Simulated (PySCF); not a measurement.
Scan of SiH$_{4}$⁺, doublet

All five atoms lie in one plane.

Starting geometry (PBE0/def2-TZVP stationary point for this spin, not checked as a minimum):

```xyz
5

Si    0.0000    0.0000    0.0000
H    -0.0112    1.0909    1.0838
H    -0.0168   -1.0838    1.0907
H     0.0168    1.0838   -1.0907
H     0.0112   -1.0909   -1.0838
```

From there H3 moves along the line of the two atoms named below, all else staying in place; atoms are numbered as listed. Energies are in kJ/mol, counted from the starting geometry at the same level.

Basis 6-31G; PySCF 2.14.0. Correlated methods freeze the noble-gas cores. Prefix R: restricted or restricted open-shell reference.

Full CI is exact within this basis and frozen core; it isn't the basis-set limit.

```
distance Si1-H3 (Å)   RMP2
              1.201  140.5
              1.349   36.9
              1.538    0.0
              1.717    6.9
              1.863   22.5
              2.105   25.1
              2.410   15.6
              2.796    6.9
              3.378    3.1
              4.151    3.6
              5.146    4.4
```

Estimate the full CI curve in 6-31G from this one, knowing how RMP2 errs.

The computed full CI values, in kJ/mol from the starting point, and the error of RMP2 against them:
```
distance Si1-H3 (Å)  full CI  RMP2 less full CI
              1.201    146.7               -6.2
              1.349     41.0               -4.1
              1.538      0.0                0.0
              1.717      2.4                4.5
              1.863     12.0               10.5
              2.105     22.5                2.7
              2.410     21.7               -6.1
              2.796     15.5               -8.6
              3.378     12.0               -8.8
              4.151     12.4               -8.7
              5.146     13.2               -8.7
```

The error spans 19.3 kJ/mol and is largest, 10.5 kJ/mol, at 1.863 Å.
